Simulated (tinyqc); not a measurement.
Inside a calculation (part 1 of 2). Method: ROHF in the sto-3g basis, for OH+, spin multiplicity 3. Computed by tinyqc, a small Python program that keeps every step (integrals from PySCF). Settings: charge = 1, multiplicity = 3, basis = sto-3g, energy threshold = 1e-10, iteration cap = 76, orthogonalisation = symmetric, start = Wolfsberg-Helmholz matrix, DIIS depth = 0, method = ROHF. Command: `OMP_NUM_THREADS=1 python tinyqc.py 28262 28263 out.jsonl` (the two numbers bound the seeds that draw the settings). One thread of a shared host (Intel(R) Xeon(R) Processor @ 2.60GHz), about 0.05 s of CPU time with the checks. Later iterations appear only in the table of the cycle.

## One-electron integrals

Geometry (angstrom):
```
atom         x         y         z
O     0.000000  0.000000  0.000000
H     0.000000  0.000000  0.878000
```

Basis sto-3g: exponents (1/bohr^2) and contraction coefficients of normalised primitives:
```
element  l (shell)    exponent  coefficient
O            s (1)  130.709320     0.154329
O            s (1)   23.808861     0.535328
O            s (1)    6.443608     0.444635
O            s (2)    5.033151    -0.099967
O            s (2)    1.169596     0.399513
O            s (2)    0.380389     0.700115
O            p (3)    5.033151     0.155916
O            p (3)    1.169596     0.607684
O            p (3)    0.380389     0.391957
H            s (1)    3.425251     0.154329
H            s (1)    0.623914     0.535328
H            s (1)    0.168855     0.444635
```

Overlap, kinetic and nuclear-attraction integrals over the contracted functions; the nuclear repulsion is the sum of Za Zb / Rab.

nuclear repulsion = 4.82166024 hartree

overlap S, order 1O 1s, 1O 2s, 1O 2px, 1O 2py, 1O 2pz, 2H 1s:
```
[[1.000000, 0.236704, 0.000000, 0.000000, 0.000000, 0.065049],
 [0.236704, 1.000000, 0.000000, 0.000000, 0.000000, 0.528105],
 [0.000000, 0.000000, 1.000000, 0.000000, 0.000000, 0.000000],
 [0.000000, 0.000000, 0.000000, 1.000000, 0.000000, 0.000000],
 [0.000000, 0.000000, 0.000000, 0.000000, 1.000000, 0.419322],
 [0.065049, 0.528105, 0.000000, 0.000000, 0.419322, 1.000000]]
```

kinetic energy T (hartree), order 1O 1s, 1O 2s, 1O 2px, 1O 2py, 1O 2pz, 2H 1s:
```
[[29.003200, -0.168011, 0.000000, 0.000000, 0.000000, 0.004423],
 [-0.168011, 0.808128, 0.000000, 0.000000, 0.000000, 0.170236],
 [0.000000, 0.000000, 2.528731, 0.000000, 0.000000, 0.000000],
 [0.000000, 0.000000, 0.000000, 2.528731, 0.000000, 0.000000],
 [0.000000, 0.000000, 0.000000, 0.000000, 2.528731, 0.348667],
 [0.004423, 0.170236, 0.000000, 0.000000, 0.348667, 0.760032]]
```

nuclear attraction V (hartree), order 1O 1s, 1O 2s, 1O 2px, 1O 2py, 1O 2pz, 2H 1s:
```
[[-61.221162, -7.325743, 0.000000, 0.000000, -0.018450, -2.079909],
 [-7.325743, -9.641633, 0.000000, 0.000000, -0.209401, -4.185752],
 [0.000000, 0.000000, -9.518854, 0.000000, 0.000000, 0.000000],
 [0.000000, 0.000000, 0.000000, -9.518854, 0.000000, 0.000000],
 [-0.018450, -0.209401, 0.000000, 0.000000, -9.669099, -3.044692],
 [-2.079909, -4.185752, 0.000000, 0.000000, -3.044692, -5.809136]]
```

core Hamiltonian H = T + V (hartree), order 1O 1s, 1O 2s, 1O 2px, 1O 2py, 1O 2pz, 2H 1s:
```
[[-32.217962, -7.493754, 0.000000, 0.000000, -0.018450, -2.075486],
 [-7.493754, -8.833505, 0.000000, 0.000000, -0.209401, -4.015516],
 [0.000000, 0.000000, -6.990123, 0.000000, 0.000000, 0.000000],
 [0.000000, 0.000000, 0.000000, -6.990123, 0.000000, 0.000000],
 [-0.018450, -0.209401, 0.000000, 0.000000, -7.140368, -2.696025],
 [-2.075486, -4.015516, 0.000000, 0.000000, -2.696025, -5.049104]]
```

## Two-electron integrals

Functions are numbered as in S; the eight-fold symmetry (ij|kl) = (ji|kl) = (kl|ij) leaves the list below.

Two-electron integrals (ij|kl) in chemists' order, unique and non-zero (hartree):
```
(11|11) 4.785065   (21|11) 0.741380   (21|21) 0.136873   (22|11) 1.118947
(22|21) 0.256633   (22|22) 0.817206   (31|31) 0.024477   (32|31) 0.037809
(32|32) 0.180518   (33|11) 1.115814   (33|21) 0.256684   (33|22) 0.817023
(33|33) 0.880159   (41|41) 0.024477   (42|41) 0.037809   (42|42) 0.180518
(43|43) 0.047444   (44|11) 1.115814   (44|21) 0.256684   (44|22) 0.817023
(44|33) 0.785270   (44|44) 0.880159   (51|51) 0.024477   (52|51) 0.037809
(52|52) 0.180518   (53|53) 0.047444   (54|54) 0.047444   (55|11) 1.115814
(55|21) 0.256684   (55|22) 0.817023   (55|33) 0.785270   (55|44) 0.785270
(55|55) 0.880159   (61|11) 0.207543   (61|21) 0.037946   (61|22) 0.070534
(61|33) 0.070405   (61|44) 0.070405   (61|51) 0.001718   (61|52) 0.003197
(61|55) 0.070800   (61|61) 0.010653   (62|11) 0.461525   (62|21) 0.106987
(62|22) 0.372171   (62|33) 0.366245   (62|44) 0.366245   (62|51) 0.007912
(62|52) 0.058197   (62|55) 0.383686   (62|61) 0.030134   (62|62) 0.202766
(63|31) 0.011709   (63|32) 0.066256   (63|53) 0.012358   (63|63) 0.030359
(64|41) 0.011709   (64|42) 0.066256   (64|54) 0.012358   (64|64) 0.030359
(65|11) 0.313193   (65|21) 0.073609   (65|22) 0.273622   (65|33) 0.260967
(65|44) 0.260967   (65|51) 0.016550   (65|52) 0.107391   (65|55) 0.298637
(65|61) 0.021731   (65|62) 0.181119   (65|65) 0.190535   (66|11) 0.571713
(66|21) 0.134662   (66|22) 0.532537   (66|33) 0.510887   (66|44) 0.510887
(66|51) 0.013949   (66|52) 0.136806   (66|55) 0.575222   (66|61) 0.038345
(66|62) 0.350935   (66|65) 0.358663   (66|66) 0.774606
```

## Orthogonalisation

S = U s U^T; symmetric (Loewdin) form X = U s^(-1/2) U^T, so that X^T S X = 1.

eigenvalues of S: [0.314197, 0.840566, 1.000000, 1.000000, 1.125118, 1.720119]

X, order 1O 1s, 1O 2s, 1O 2px, 1O 2py, 1O 2pz, 2H 1s:
```
[[1.023367, -0.136774, 0.000000, 0.000000, -0.010927, 0.026439],
 [-0.136774, 1.189774, 0.000000, 0.000000, 0.130784, -0.390893],
 [0.000000, 0.000000, 1.000000, 0.000000, 0.000000, 0.000000],
 [0.000000, 0.000000, 0.000000, 1.000000, 0.000000, 0.000000],
 [-0.010927, 0.130784, 0.000000, 0.000000, 1.101904, -0.305476],
 [0.026439, -0.390893, 0.000000, 0.000000, -0.305476, 1.264921]]
```

## Starting guess

The start is the generalised Wolfsberg-Helmholz matrix (K = 1.75) built on H; D(s) = C_occ C_occ^T for each spin.

D(alpha) at the start, order 1O 1s, 1O 2s, 1O 2px, 1O 2py, 1O 2pz, 2H 1s:
```
[[1.039086, -0.153522, 0.000000, 0.000000, 0.067776, -0.098396],
 [-0.153522, 0.669682, 0.000000, 0.000000, -0.258510, 0.249324],
 [0.000000, 0.000000, 1.000000, 0.000000, 0.000000, 0.000000],
 [0.000000, 0.000000, 0.000000, 1.000000, 0.000000, 0.000000],
 [0.067776, -0.258510, 0.000000, 0.000000, 0.831185, 0.135755],
 [-0.098396, 0.249324, 0.000000, 0.000000, 0.135755, 0.168338]]
```

D(beta) at the start, order 1O 1s, 1O 2s, 1O 2px, 1O 2py, 1O 2pz, 2H 1s:
```
[[1.039086, -0.153522, 0.000000, 0.000000, 0.067776, -0.098396],
 [-0.153522, 0.669682, 0.000000, 0.000000, -0.258510, 0.249324],
 [0.000000, 0.000000, 0.000000, 0.000000, 0.000000, 0.000000],
 [0.000000, 0.000000, 0.000000, 0.000000, 0.000000, 0.000000],
 [0.067776, -0.258510, 0.000000, 0.000000, 0.831185, 0.135755],
 [-0.098396, 0.249324, 0.000000, 0.000000, 0.135755, 0.168338]]
```

## Iteration 1: building the Fock matrix

J_ij = sum D_kl (ij|kl) with D = D(alpha) + D(beta), K_ij = sum D_kl (ik|jl) for each spin; F = H + J - K(s); E = tr D H + tr D J / 2 - 0.5 sum_s tr D(s) K(s) + E_nn.

Coulomb J (hartree), order 1O 1s, 1O 2s, 1O 2px, 1O 2py, 1O 2pz, 2H 1s:
```
[[15.815263, 2.917533, 0.000000, 0.000000, -0.011562, 0.808716],
 [2.917533, 6.925822, 0.000000, 0.000000, -0.015257, 3.111045],
 [0.000000, 0.000000, 6.877614, 0.000000, 0.000000, 0.000000],
 [0.000000, 0.000000, 0.000000, 6.877614, 0.000000, 0.000000],
 [-0.011562, -0.015257, 0.000000, 0.000000, 6.999820, 2.280258],
 [0.808716, 3.111045, 0.000000, 0.000000, 2.280258, 4.449454]]
```

exchange K(alpha) (hartree), order 1O 1s, 1O 2s, 1O 2px, 1O 2py, 1O 2pz, 2H 1s:
```
[[4.885760, 0.858164, 0.000000, 0.000000, 0.004835, 0.243150],
 [0.858164, 1.336237, 0.000000, 0.000000, -0.066050, 0.671962],
 [0.000000, 0.000000, 1.140954, 0.000000, 0.000000, 0.000000],
 [0.000000, 0.000000, 0.000000, 1.140954, 0.000000, 0.000000],
 [0.004835, -0.066050, 0.000000, 0.000000, 1.124629, 0.431051],
 [0.243150, 0.671962, 0.000000, 0.000000, 0.431051, 0.661220]]
```

exchange K(beta) (hartree), order 1O 1s, 1O 2s, 1O 2px, 1O 2py, 1O 2pz, 2H 1s:
```
[[4.836805, 0.782546, 0.000000, 0.000000, 0.004835, 0.219732],
 [0.782546, 0.975200, 0.000000, 0.000000, -0.066050, 0.539450],
 [0.000000, 0.000000, 0.213351, 0.000000, 0.000000, 0.000000],
 [0.000000, 0.000000, 0.000000, 0.213351, 0.000000, 0.000000],
 [0.004835, -0.066050, 0.000000, 0.000000, 1.029741, 0.406335],
 [0.219732, 0.539450, 0.000000, 0.000000, 0.406335, 0.600502]]
```

F(alpha) (hartree), order 1O 1s, 1O 2s, 1O 2px, 1O 2py, 1O 2pz, 2H 1s:
```
[[-21.288460, -5.434384, 0.000000, 0.000000, -0.034848, -1.509921],
 [-5.434384, -3.243921, 0.000000, 0.000000, -0.158607, -1.576433],
 [0.000000, 0.000000, -1.253464, 0.000000, 0.000000, 0.000000],
 [0.000000, 0.000000, 0.000000, -1.253464, 0.000000, 0.000000],
 [-0.034848, -0.158607, 0.000000, 0.000000, -1.265178, -0.846818],
 [-1.509921, -1.576433, 0.000000, 0.000000, -0.846818, -1.260870]]
```

F(beta) (hartree), order 1O 1s, 1O 2s, 1O 2px, 1O 2py, 1O 2pz, 2H 1s:
```
[[-21.239505, -5.358767, 0.000000, 0.000000, -0.034848, -1.486503],
 [-5.358767, -2.882884, 0.000000, 0.000000, -0.158607, -1.443921],
 [0.000000, 0.000000, -0.325860, 0.000000, 0.000000, 0.000000],
 [0.000000, 0.000000, 0.000000, -0.325860, 0.000000, 0.000000],
 [-0.034848, -0.158607, 0.000000, 0.000000, -1.170289, -0.822102],
 [-1.486503, -1.443921, 0.000000, 0.000000, -0.822102, -1.200151]]
```

total energy of this density = -73.83538071 hartree

## Iteration 1: Roothaan effective Fock matrix

With projectors Pc = D(beta) S, Po = (D(alpha) - D(beta)) S, Pv = 1 - D(alpha) S, the block xy is Px^T F Py; with Fc = (F(alpha) + F(beta))/2, the blocks are Fc for cc, oo, vv and cv, F(beta) for co and F(alpha) for ov.

effective F (hartree), order 1O 1s, 1O 2s, 1O 2px, 1O 2py, 1O 2pz, 2H 1s:
```
[[-21.263982, -5.396576, 0.000000, 0.000000, -0.034848, -1.498212],
 [-5.396576, -3.063402, 0.000000, 0.000000, -0.158607, -1.510177],
 [0.000000, 0.000000, -0.789662, 0.000000, 0.000000, 0.000000],
 [0.000000, 0.000000, 0.000000, -0.789662, 0.000000, 0.000000],
 [-0.034848, -0.158607, 0.000000, 0.000000, -1.217733, -0.834460],
 [-1.498212, -1.510177, 0.000000, 0.000000, -0.834460, -1.230510]]
```

## Iteration 1: diagonalisation and new density

Diagonalise F' = X^T F X, C = X C', fill 5 alpha and 3 beta electrons from the bottom; D(s) = C_occ C_occ^T. Each column has its largest component positive (the first on a tie).

F' = X^T F X (hartree):
```
[[-20.886282, -2.712174, 0.000000, 0.000000, -0.054955, -0.247733],
 [-2.712174, -1.905008, 0.000000, 0.000000, 0.080305, -0.701947],
 [0.000000, 0.000000, -0.789662, 0.000000, 0.000000, 0.000000],
 [0.000000, 0.000000, 0.000000, -0.789662, 0.000000, 0.000000],
 [-0.054955, 0.080305, 0.000000, 0.000000, -1.005342, -0.558376],
 [-0.247733, -0.701947, 0.000000, 0.000000, -0.558376, -0.453120]]
```

orbital energies (hartree): [-21.271995, -1.875472, -1.229991, -0.789662, -0.789662, 0.127706]

coefficients C, order 1O 1s, 1O 2s, 1O 2px, 1O 2py, 1O 2pz, 2H 1s:
```
[[0.994616, -0.234181, 0.100213, 0.000000, 0.000000, 0.112519],
 [0.024120, 0.857744, -0.469485, 0.000000, 0.000000, -0.804642],
 [0.000000, 0.000000, 0.000000, 0.986283, -0.165063, 0.000000],
 [0.000000, 0.000000, 0.000000, 0.165063, 0.986283, 0.000000],
 [0.005190, 0.209554, 0.821436, 0.000000, 0.000000, -0.778483],
 [-0.008114, 0.207109, 0.254286, 0.000000, 0.000000, 1.318794]]
```

D(alpha) after iteration 1, order 1O 1s, 1O 2s, 1O 2px, 1O 2py, 1O 2pz, 2H 1s:
```
[[1.054144, -0.223926, 0.000000, 0.000000, 0.038407, -0.031089],
 [-0.223926, 0.956722, 0.000000, 0.000000, -0.205782, 0.058067],
 [0.000000, 0.000000, 1.000000, 0.000000, 0.000000, 0.000000],
 [0.000000, 0.000000, 0.000000, 1.000000, 0.000000, 0.000000],
 [0.038407, -0.205782, 0.000000, 0.000000, 0.718696, 0.252238],
 [-0.031089, 0.058067, 0.000000, 0.000000, 0.252238, 0.107621]]
```

D(beta) after iteration 1, order 1O 1s, 1O 2s, 1O 2px, 1O 2py, 1O 2pz, 2H 1s:
```
[[1.054144, -0.223926, 0.000000, 0.000000, 0.038407, -0.031089],
 [-0.223926, 0.956722, 0.000000, 0.000000, -0.205782, 0.058067],
 [0.000000, 0.000000, 0.000000, 0.000000, 0.000000, 0.000000],
 [0.000000, 0.000000, 0.000000, 0.000000, 0.000000, 0.000000],
 [0.038407, -0.205782, 0.000000, 0.000000, 0.718696, 0.252238],
 [-0.031089, 0.058067, 0.000000, 0.000000, 0.252238, 0.107621]]
```

Within a degenerate level the vectors are fixed only up to a rotation; this is one choice.

## Iteration 2: building the Fock matrix

As before.

Coulomb J (hartree), order 1O 1s, 1O 2s, 1O 2px, 1O 2py, 1O 2pz, 2H 1s:
```
[[15.921214, 2.937207, 0.000000, 0.000000, -0.006036, 0.814600],
 [2.937207, 6.969669, 0.000000, 0.000000, 0.008138, 3.128261],
 [0.000000, 0.000000, 6.929622, 0.000000, 0.000000, 0.000000],
 [0.000000, 0.000000, 0.000000, 6.929622, 0.000000, 0.000000],
 [-0.006036, 0.008138, 0.000000, 0.000000, 7.026983, 2.292073],
 [0.814600, 3.128261, 0.000000, 0.000000, 2.292073, 4.447170]]
```

exchange K(alpha) (hartree), order 1O 1s, 1O 2s, 1O 2px, 1O 2py, 1O 2pz, 2H 1s:
```
[[4.903131, 0.849453, 0.000000, 0.000000, 0.002236, 0.244516],
 [0.849453, 1.389715, 0.000000, 0.000000, -0.033872, 0.656209],
 [0.000000, 0.000000, 1.159746, 0.000000, 0.000000, 0.000000],
 [0.000000, 0.000000, 0.000000, 1.159746, 0.000000, 0.000000],
 [0.002236, -0.033872, 0.000000, 0.000000, 1.091636, 0.445752],
 [0.244516, 0.656209, 0.000000, 0.000000, 0.445752, 0.619179]]
```

exchange K(beta) (hartree), order 1O 1s, 1O 2s, 1O 2px, 1O 2py, 1O 2pz, 2H 1s:
```
[[4.854176, 0.773836, 0.000000, 0.000000, 0.002236, 0.221098],
 [0.773836, 1.028678, 0.000000, 0.000000, -0.033872, 0.523697],
 [0.000000, 0.000000, 0.232142, 0.000000, 0.000000, 0.000000],
 [0.000000, 0.000000, 0.000000, 0.232142, 0.000000, 0.000000],
 [0.002236, -0.033872, 0.000000, 0.000000, 0.996747, 0.421036],
 [0.221098, 0.523697, 0.000000, 0.000000, 0.421036, 0.558461]]
```

F(alpha) (hartree), order 1O 1s, 1O 2s, 1O 2px, 1O 2py, 1O 2pz, 2H 1s:
```
[[-21.199880, -5.406000, 0.000000, 0.000000, -0.026723, -1.505401],
 [-5.406000, -3.253552, 0.000000, 0.000000, -0.167392, -1.543464],
 [0.000000, 0.000000, -1.220248, 0.000000, 0.000000, 0.000000],
 [0.000000, 0.000000, 0.000000, -1.220248, 0.000000, 0.000000],
 [-0.026723, -0.167392, 0.000000, 0.000000, -1.205021, -0.849704],
 [-1.505401, -1.543464, 0.000000, 0.000000, -0.849704, -1.221113]]
```

F(beta) (hartree), order 1O 1s, 1O 2s, 1O 2px, 1O 2py, 1O 2pz, 2H 1s:
```
[[-21.150925, -5.330382, 0.000000, 0.000000, -0.026723, -1.481983],
 [-5.330382, -2.892515, 0.000000, 0.000000, -0.167392, -1.410952],
 [0.000000, 0.000000, -0.292644, 0.000000, 0.000000, 0.000000],
 [0.000000, 0.000000, 0.000000, -0.292644, 0.000000, 0.000000],
 [-0.026723, -0.167392, 0.000000, 0.000000, -1.110132, -0.824988],
 [-1.481983, -1.410952, 0.000000, 0.000000, -0.824988, -1.160395]]
```

total energy of this density = -73.98611475 hartree

## Iteration 2: Roothaan effective Fock matrix

As before.

effective F (hartree), order 1O 1s, 1O 2s, 1O 2px, 1O 2py, 1O 2pz, 2H 1s:
```
[[-21.175402, -5.368191, 0.000000, 0.000000, -0.026723, -1.493692],
 [-5.368191, -3.073033, 0.000000, 0.000000, -0.167392, -1.477208],
 [0.000000, 0.000000, -0.756446, 0.000000, 0.000000, 0.000000],
 [0.000000, 0.000000, 0.000000, -0.756446, 0.000000, 0.000000],
 [-0.026723, -0.167392, 0.000000, 0.000000, -1.157576, -0.837346],
 [-1.493692, -1.477208, 0.000000, 0.000000, -0.837346, -1.190754]]
```

## Iteration 2: diagonalisation and new density

As before.

F' = X^T F X (hartree):
```
[[-20.801805, -2.686087, 0.000000, 0.000000, -0.042494, -0.258853],
 [-2.686087, -1.952031, 0.000000, 0.000000, 0.066474, -0.660425],
 [0.000000, 0.000000, -0.756446, 0.000000, 0.000000, 0.000000],
 [0.000000, 0.000000, 0.000000, -0.756446, 0.000000, 0.000000],
 [-0.042494, 0.066474, 0.000000, 0.000000, -0.932215, -0.583902],
 [-0.258853, -0.660425, 0.000000, 0.000000, -0.583902, -0.418191]]
```

orbital energies (hartree): [-21.183018, -1.879512, -1.193460, -0.756446, -0.756446, 0.151749]

coefficients C, order 1O 1s, 1O 2s, 1O 2px, 1O 2py, 1O 2pz, 2H 1s:
```
[[0.994730, -0.239308, 0.098677, 0.000000, 0.000000, 0.101548],
 [0.023498, 0.890769, -0.479569, 0.000000, 0.000000, -0.761685],
 [0.000000, 0.000000, 0.000000, -0.056892, 0.998380, 0.000000],
 [0.000000, 0.000000, 0.000000, 0.998380, 0.056892, 0.000000],
 [0.004526, 0.208945, 0.793360, 0.000000, 0.000000, -0.807238],
 [-0.007474, 0.165199, 0.314952, 0.000000, 0.000000, 1.311601]]
```

D(alpha) after iteration 2, order 1O 1s, 1O 2s, 1O 2px, 1O 2py, 1O 2pz, 2H 1s:
```
[[1.056493, -0.237117, 0.000000, 0.000000, 0.032786, -0.015889],
 [-0.237117, 1.024007, 0.000000, 0.000000, -0.194243, -0.004063],
 [0.000000, 0.000000, 1.000000, 0.000000, 0.000000, 0.000000],
 [0.000000, 0.000000, 0.000000, 1.000000, 0.000000, 0.000000],
 [0.032786, -0.194243, 0.000000, 0.000000, 0.673099, 0.284354],
 [-0.015889, -0.004063, 0.000000, 0.000000, 0.284354, 0.126541]]
```

D(beta) after iteration 2, order 1O 1s, 1O 2s, 1O 2px, 1O 2py, 1O 2pz, 2H 1s:
```
[[1.056493, -0.237117, 0.000000, 0.000000, 0.032786, -0.015889],
 [-0.237117, 1.024007, 0.000000, 0.000000, -0.194243, -0.004063],
 [0.000000, 0.000000, 0.000000, 0.000000, 0.000000, 0.000000],
 [0.000000, 0.000000, 0.000000, 0.000000, 0.000000, 0.000000],
 [0.032786, -0.194243, 0.000000, 0.000000, 0.673099, 0.284354],
 [-0.015889, -0.004063, 0.000000, 0.000000, 0.284354, 0.126541]]
```

Within a degenerate level the vectors are fixed only up to a rotation; this is one choice.

## Iteration 3: building the Fock matrix

As before.

Coulomb J (hartree), order 1O 1s, 1O 2s, 1O 2px, 1O 2py, 1O 2pz, 2H 1s:
```
[[15.913181, 2.934865, 0.000000, 0.000000, -0.004050, 0.814119],
 [2.934865, 6.963945, 0.000000, 0.000000, 0.020323, 3.130372],
 [0.000000, 0.000000, 6.925771, 0.000000, 0.000000, 0.000000],
 [0.000000, 0.000000, 0.000000, 6.925771, 0.000000, 0.000000],
 [-0.004050, 0.020323, 0.000000, 0.000000, 7.017442, 2.298189],
 [0.814119, 3.130372, 0.000000, 0.000000, 2.298189, 4.458460]]
```

exchange K(alpha) (hartree), order 1O 1s, 1O 2s, 1O 2px, 1O 2py, 1O 2pz, 2H 1s:
```
[[4.904810, 0.847662, 0.000000, 0.000000, 0.002455, 0.244514],
 [0.847662, 1.394602, 0.000000, 0.000000, -0.024195, 0.651169],
 [0.000000, 0.000000, 1.162280, 0.000000, 0.000000, 0.000000],
 [0.000000, 0.000000, 0.000000, 1.162280, 0.000000, 0.000000],
 [0.002455, -0.024195, 0.000000, 0.000000, 1.072654, 0.453252],
 [0.244514, 0.651169, 0.000000, 0.000000, 0.453252, 0.622551]]
```

exchange K(beta) (hartree), order 1O 1s, 1O 2s, 1O 2px, 1O 2py, 1O 2pz, 2H 1s:
```
[[4.855855, 0.772045, 0.000000, 0.000000, 0.002455, 0.221096],
 [0.772045, 1.033565, 0.000000, 0.000000, -0.024195, 0.518656],
 [0.000000, 0.000000, 0.234676, 0.000000, 0.000000, 0.000000],
 [0.000000, 0.000000, 0.000000, 0.234676, 0.000000, 0.000000],
 [0.002455, -0.024195, 0.000000, 0.000000, 0.977765, 0.428536],
 [0.221096, 0.518656, 0.000000, 0.000000, 0.428536, 0.561833]]
```

F(alpha) (hartree), order 1O 1s, 1O 2s, 1O 2px, 1O 2py, 1O 2pz, 2H 1s:
```
[[-21.209592, -5.406551, 0.000000, 0.000000, -0.024955, -1.505881],
 [-5.406551, -3.264162, 0.000000, 0.000000, -0.164883, -1.536313],
 [0.000000, 0.000000, -1.226632, 0.000000, 0.000000, 0.000000],
 [0.000000, 0.000000, 0.000000, -1.226632, 0.000000, 0.000000],
 [-0.024955, -0.164883, 0.000000, 0.000000, -1.195580, -0.851087],
 [-1.505881, -1.536313, 0.000000, 0.000000, -0.851087, -1.213195]]
```

F(beta) (hartree), order 1O 1s, 1O 2s, 1O 2px, 1O 2py, 1O 2pz, 2H 1s:
```
[[-21.160637, -5.330934, 0.000000, 0.000000, -0.024955, -1.482463],
 [-5.330934, -2.903125, 0.000000, 0.000000, -0.164883, -1.403800],
 [0.000000, 0.000000, -0.299028, 0.000000, 0.000000, 0.000000],
 [0.000000, 0.000000, 0.000000, -0.299028, 0.000000, 0.000000],
 [-0.024955, -0.164883, 0.000000, 0.000000, -1.100691, -0.826371],
 [-1.482463, -1.403800, 0.000000, 0.000000, -0.826371, -1.152477]]
```

total energy of this density = -73.99572572 hartree

## Iteration 3: Roothaan effective Fock matrix

As before.

effective F (hartree), order 1O 1s, 1O 2s, 1O 2px, 1O 2py, 1O 2pz, 2H 1s:
```
[[-21.185115, -5.368743, 0.000000, 0.000000, -0.024955, -1.494172],
 [-5.368743, -3.083644, 0.000000, 0.000000, -0.164883, -1.470057],
 [0.000000, 0.000000, -0.762830, 0.000000, 0.000000, 0.000000],
 [0.000000, 0.000000, 0.000000, -0.762830, 0.000000, 0.000000],
 [-0.024955, -0.164883, 0.000000, 0.000000, -1.148136, -0.838729],
 [-1.494172, -1.470057, 0.000000, 0.000000, -0.838729, -1.182836]]
```
